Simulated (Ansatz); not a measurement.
# Sc: from a trial structure to a relaxed crystal

Theory: DFT PBEsol, scalar-relativistic, plane waves, PAW (Ansatz 0.2.0). Cutoff 420 eV, Γ-centred k mesh, Gaussian smearing, no spin polarisation in the final step.

Sc was placed on the diamond structure type (Fd-3m, No. 227), at a guessed volume.

```
Sc
1.0
     0.00000    3.05725    3.05725
     3.05725    0.00000    3.05725
     3.05725    3.05725    0.00000
Sc
2
Cartesian
  3.0572 3.0572 3.0572
  4.5859 4.5859 4.5859
```

Cell and atoms relax at zero pressure; the relaxation can't lower the symmetry of the start.

Energies count from the standard state of Sc at the same level.

Problem. What does it relax into?

Solution. It keeps Fd-3m (No. 227). The result has the diamond structure. Conventional cell: a = 6.255 Å. Around Sc lie 4 Sc at 2.71 Å.

```
Sc
1.0
     0.00000    3.12749    3.12749
     3.12749    0.00000    3.12749
     3.12749    3.12749    0.00000
Sc
2
Cartesian
  0.0000 0.0000 0.0000
  1.5637 1.5637 1.5637
```

Problem. What are its volume, energy, density and gap?

Solution. The volume per atom is 30.59 Å³ and the density is 2.44 g/cm³. The energy over the standard structure is 2.03 eV/atom. The gap on the 16×16×16 mesh is 0 eV (a metal).

The final run used a 16×16×16 mesh on its 2-atom cell and 0.10 eV smearing. The k mesh leaves about 4 meV/atom of noise in metals. A structure relaxed within its symmetry needn't be a true minimum. The steps took about 60 core-seconds in all.